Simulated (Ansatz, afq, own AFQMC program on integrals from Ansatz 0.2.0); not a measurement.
Integrals from Ansatz 0.2.0, then the random walk in our own AFQMC program (afq).

```yaml
crystal:
  periodic: [false, false, false]
  atoms:
    - {symbol: B, position_ang: [0.000000, 0.000000, 0.000000]}
    - {symbol: N, position_ang: [0.000000, 0.000000, 2.710000]}
basis:
  gaussian: {orbitals: 6-31G}
magnetization: {spin_polarized: false}
correlation: {method: ccsd_t, electrons: outside_noble_gas, hamiltonian_folder: ham}
```

```sh
$ ansatz run in.yaml --threads 1 --pin off --events-out ev --progress --plain --max-ram 24576MiB --backend cuda --devices 0, --max-vram 18GiB
```

afq runs on the folder ham with

```
--method phaseless --trial cisd --walkers 4000 --populations 20 --least-time 60 --time-step 0.005 --steps-per-block 50 --equilibration-blocks 40 --max-blocks 4000 --target-error 0.00034 --factor-cut 1e-05 --seed 7141 --release-times 0.24,0.51,0.99,1.62,2.4 --release-step 0.03 --release-every 3 --taylor-order 6
```

Times are imaginary, in 1/Eh. The walk had a cap of 122 s. With eight or more populations the least sampling time is a fifth of least-time, and the error comes from their spread.

Output of the walk:

```
orbitals 16  electrons 4 4  factors 84 of 258
reference energy -78.70700085 Eh
CCSD correlation -0.18260424 Eh in 24 cycles, weight of the determinant in the CISD state 0.7049
energy of the start -78.889633 Eh
 block  time / (1/Eh)  mean weight  energy / Eh
     1     0.250  0.9998  -78.887106
     2     0.500  0.9999  -78.887147
     3     0.750  0.9999  -78.888173
     4     1.000  1.0000  -78.889259
     5     1.250  0.9999  -78.889861
     9     2.250  0.9999  -78.892481
    25     6.250  0.9997  -78.894037
    49    12.250  1.0000  -78.894743
    73    18.250  0.9997  -78.895927
    97    24.250  0.9997  -78.895169
   121    30.250  0.9991  -78.896114
   145    36.250  0.9999  -78.892868
   169    42.250  0.9994  -78.894283
   193    48.250  1.0000  -78.893883
   205    51.250  1.0001  -78.898329
   217    54.250  1.0003  -78.893647
   229    57.250  0.9999  -78.892579
   235    58.750  0.9999  -78.896901
error from the spread of 20 populations
released: time / (1/Eh)  energy / Eh  error  mean overlap
  0.24  -78.897030  0.000278  0.9999
  0.51  -78.898150  0.000286  1.0033
  0.99  -78.900079  0.000408  1.0047
  1.62  -78.901522  0.000500  1.0101
  2.40  -78.902173  0.000576  1.0108
energy -78.895091 +/- 0.000251 Eh
(rows thinned)
```

The run passed its tests (sampling time, drift between the halves within three errors, error under three times the target), which doesn't prove that it has relaxed.

Against this walk (error 6.8 meV) on the same determinant: CCSD(T) 148.5 meV lower, CCSDT(Q) 364.5 meV lower, CCSDTQ 354.1 meV lower, full CI 362.7 meV lower. The error is statistical and leaves out the bias of the constraint. The released energies are still falling (meV from the phaseless value at times in 1/Eh: -53 ± 8 at 0.24, -83 ± 8 at 0.51, -136 ± 11 at 0.99, -175 ± 14 at 1.62, -193 ± 16 at 2.40), so they give no level; they do show a bias of the constraint, and the last of them that isn't too noisy lies 188 meV above full CI. Full CI is exact here, so the walk's 363 meV above it is the walk's own error: the bias of the constraint with this trial. The determinant is a poor start (see the cautions), so the low cluster orders aren't to be relied on, and full CI is the sure value.

Cautions: constraint bias not in the error; higher spins were not checked; restricted determinant unstable towards unrestricted (UHF 3.41 eV lower, ⟨S²⟩ 1.87); strong correlation (T1 0.049, weight of the determinant 0.70, largest double 0.36); (Q) is large, 120 meV, so the cluster series hasn't closed; the CCSD(T) amplitudes may be one of several solutions (largest double 0.36); in a space of 8 electrons in 8 natural orbitals full CI finds another state of this spin 7 meV below the state of CCSD(T); the CCSDT(Q) amplitudes may be one of several solutions (largest double 0.70); the CCSDTQ amplitudes may be one of several solutions (largest double 0.83); the determinant fills πx and πy unequally, so it mixes two states of the linear molecule, and each level undoes that mixture to a different degree, while full CI gives the lower state, and by Hund's rule a triplet of that filling probably lies lower still; CCSDTQ on the UHF determinant differs (1.97 eV lower), perhaps since the unrestricted series falls towards higher spin.

The walk took 55 s on 1 × NVIDIA H100 80GB HBM3 with 2 threads of AMD EPYC 7R13 Processor (Zen 3), on a shared host (the card was shared). The log's last line is the phaseless energy.

CCSDT and higher add their correlation energy to the determinant of the CCSD(T) run, since their own runs factorise the integrals more tightly (a shift of under 2 meV).
